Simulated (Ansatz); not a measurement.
# CH8Si2 (SMILES [SiH3]C[SiH3]): the energy, rung by rung

CH8Si2: 11 atoms, total charge 0, spin state singlet. SMILES: `[SiH3]C[SiH3]`. Geometry: optimised at r2SCAN/def2-SVP.

| atom | x (Å) | y (Å) | z (Å) |
| --- | --- | --- | --- |
| Si | -1.1738 | 1.0462 | -0.3496 |
| C | -0.2831 | -0.6143 | -0.3613 |
| Si | 1.3510 | -0.6616 | 0.5758 |
| H | -2.4539 | 0.9719 | -1.1189 |
| H | -0.3113 | 2.1004 | -0.9655 |
| H | -1.4871 | 1.4555 | 1.0535 |
| H | -0.9569 | -1.3798 | 0.0643 |
| H | -0.0977 | -0.9087 | -1.4102 |
| H | 1.1330 | -0.3166 | 2.0139 |
| H | 2.3095 | 0.3277 | -0.0050 |
| H | 1.9702 | -2.0207 | 0.5030 |

Each level gives the dissociation energy of the Si3–C2 bond into doublet SiH3 and doublet CH5Si (shapes relaxed at r2SCAN/def2-SVP, no zero-point term) (eV). The values are calculated.

```json
{"level": "SVWN5/def2-SVP", "kind": "LDA", "program": "Ansatz", "value (eV)": "4.43", "less CCSD(T)/def2-SVP": "+0.68"}
{"level": "BLYP/def2-SVP", "kind": "GGA", "program": "Ansatz", "value (eV)": "3.56", "less CCSD(T)/def2-SVP": "-0.19"}
{"level": "B3LYP/def2-SVP", "kind": "global hybrid", "program": "Ansatz", "value (eV)": "3.66", "less CCSD(T)/def2-SVP": "-0.09"}
{"level": "CAM-B3LYP/def2-SVP", "kind": "range-separated hybrid", "program": "Ansatz", "value (eV)": "3.77", "less CCSD(T)/def2-SVP": "+0.02"}
{"level": "B2PLYP/def2-SVP", "kind": "double hybrid", "program": "Ansatz", "value (eV)": "3.77", "less CCSD(T)/def2-SVP": "+0.02"}
{"level": "RPA@PBE/def2-SVP", "kind": "RPA", "program": "Ansatz", "value (eV)": "3.70", "less CCSD(T)/def2-SVP": "-0.05"}
{"level": "MP2/def2-SVP", "kind": "perturbation theory", "program": "Ansatz", "value (eV)": "3.90", "less CCSD(T)/def2-SVP": "+0.15"}
{"level": "CCSD(T)/def2-SVP", "kind": "coupled cluster or CI", "program": "Ansatz", "value (eV)": "3.75", "less CCSD(T)/def2-SVP": "0.00"}
```

Differences are taken from CCSD(T)/def2-SVP for orientation; it has basis-set and higher-order errors of its own. The values span 3.56 to 4.43 eV. Measured bond enthalpies also hold zero-point and thermal terms, a few tenths of an eV less.
